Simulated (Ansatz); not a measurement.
Steps of a relaxation of `FSF` with RKS PBE-D4/def2-SVP.

```sh
$ ansatz run in.yaml --threads 4 --pin off --events-out ev --progress --plain --max-ram 10444MiB
```

```yaml
crystal:
  periodic: [false, false, false]
  atoms:
    - {symbol: F, position_ang: [0.454740, 1.131520, 0.375070]}
    - {symbol: S, position_ang: [-0.626960, 0.131720, -0.328340]}
    - {symbol: F, position_ang: [0.172220, -1.263230, -0.046730]}
basis:
  gaussian: {orbitals: def2-SVP}
hamiltonian: {xc: pbe, dispersion: d4}
relax: {f_tol: 0.03, max_steps: 200}
```

Positions (Å) and forces (eV/Å) along the path, 3 of 3 steps:

```xyz
3
step=1 energy=-16249.9202 eV
F     0.455    1.132    0.375   -0.010    0.291    0.027
S    -0.627    0.132   -0.328    0.084   -0.014    0.045
F     0.172   -1.263   -0.047   -0.074   -0.277   -0.072
3
step=2 energy=-16249.9281 eV
F     0.452    1.148    0.376    0.001    0.154    0.018
S    -0.619    0.130   -0.324    0.033   -0.004    0.017
F     0.166   -1.278   -0.052   -0.033   -0.150   -0.035
3
step=3 energy=-16249.9310 eV
F     0.450    1.165    0.376    0.003    0.009    0.003
S    -0.610    0.128   -0.319   -0.005    0.001   -0.002
F     0.160   -1.293   -0.057    0.001   -0.010    0.000
```

Hardware: 4 threads of an Intel Xeon Platinum 8375C on a shared host. Wall time 0.95 s, peak host memory 0.11 GiB.
